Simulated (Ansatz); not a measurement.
Titanium, hcp: convergence with Gaussian smearing

Computed with Ansatz, PBE, scalar-relativistic PAW, on the relaxed cell (a = 2.939 Å, c = 4.656 Å (c/a = 1.584); spin not included). Errors count from a run at 420 eV on a Γ-centred 20×20×11 mesh with Fermi-Dirac smearing of 0.1 eV, extrapolated to zero width. Fixed here: cutoff 420 eV, mesh 12×12×7. The SCF starts from atomic densities corrected by a trained network.

```tsv
width (eV)	E(σ→0) error (meV/atom)	F error (meV/atom)	P (GPa)	SCF iterations
0.01	-0.7	-0.8	-0.11	6
0.03	-0.8	-1.1	-0.11	6
0.1	-0.9	-3.5	-0.12	6
0.2	-0.6	-11.5	-0.07	6
0.3	0.5	-25.6	0.07	6
0.6	13.6	-114.3	1.16	6
1.0	31.3	-355.5	3.84	6
```
